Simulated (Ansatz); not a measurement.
C4H2N, SMILES `[CH2]C#CC#N` radical at its PBE0-D4/def2-TZVP geometry, where that method's forces vanish. Charge 0, multiplicity 2.

```xyz
7

C    -1.1125    0.6181   -1.1148
C    -0.2266    0.1257   -0.2269
C     0.5832   -0.3242    0.5846
C     1.4720   -0.8178    1.4751
N     2.2357   -1.2419    2.2402
H    -2.1644    0.3685   -1.0427
H    -0.7874    1.2716   -1.9155
```

(1) What forces (eV/Å) does ωB97M-V/def2-TZVPP give on these atoms in Ansatz 0.2.0? (An estimate is asked.)

Answers

(1) Computed: 
```
C1  -0.206  0.114 -0.206
C2   0.341 -0.189  0.341
C3  -0.662  0.368 -0.663
C4   0.786 -0.437  0.788
N5  -0.369  0.205 -0.369
H6   0.126  0.016  0.010
H7  -0.017 -0.077  0.100
```
